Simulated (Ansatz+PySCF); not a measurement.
Results of a calculation; reference values are marked as such.
Input for PySCF 2.14.0:

```python
from pyscf import gto, scf

mol = gto.M(atom="""
C 0.000980 -0.025300 0.043120
C 0.845330 0.890220 0.915080
C 0.894000 -0.908350 -0.926490
C -0.897540 0.837130 -0.872990
C -0.873610 -0.853040 0.846110
H 0.321470 1.552560 1.534750
H 1.537680 0.228020 1.549640
H 1.484970 1.541640 0.266950
H 0.239110 -1.561020 -1.512500
H 1.521710 -0.235840 -1.562050
H 1.486030 -1.520500 -0.283120
H -1.487560 0.256770 -1.539760
H -1.570630 1.565420 -0.286160
H -0.295680 1.578350 -1.542600
H -1.548830 -1.564230 0.311710
H -0.265620 -1.527210 1.484980
H -1.545940 -0.299520 1.575550
""", basis='def2-svp', charge=0, spin=0)
mf = scf.UHF(mol)
mf.init_guess = '1e'
mf.kernel()
while True:  # follow internal instabilities
    mo, _, stable, _ = mf.stability(return_status=True)
    if stable: break
    mf.kernel(mf.make_rdm1(mo, mf.mo_occ))
print(mf.converged, mf.e_tot, mf.spin_square()[0])
```

The script is written out from the run's settings.

Results

```json
{
  "Converged": "yes",
  "Total energy": "-196.17147 hartree",
  "Spin squared of the determinant": "0.000"
}
```
